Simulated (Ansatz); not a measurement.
We consider bcc V, described by r²SCAN in Ansatz (PAW).

A relaxed, unreconstructed slab of the (211) face has 12 atoms, two equal faces of 10.905 Å² each and an energy of -35000.7729 eV. A bulk cell of 6 atoms with the same orientation and in-plane k mesh has -17502.3947 eV. Energies are extrapolated to zero smearing.

Settings: plane-wave cutoff 500 eV, 14×22×1 k mesh (along the axes of the cell as run), Fermi–Dirac smearing 0.1 eV, scalar-relativistic PAW data made under PBE.

Worked out: γ = (E_slab − N E_bulk per atom)/2A = [-35000.7729 − 12 × (-17502.3947/6)]/(2 × 10.905) = 0.1842 eV/Å². With 16.022 J/m² per eV/Å² this is 2.95 J/m², or 2.01 eV per surface cell and face.

Ansatz is a first-principles code.
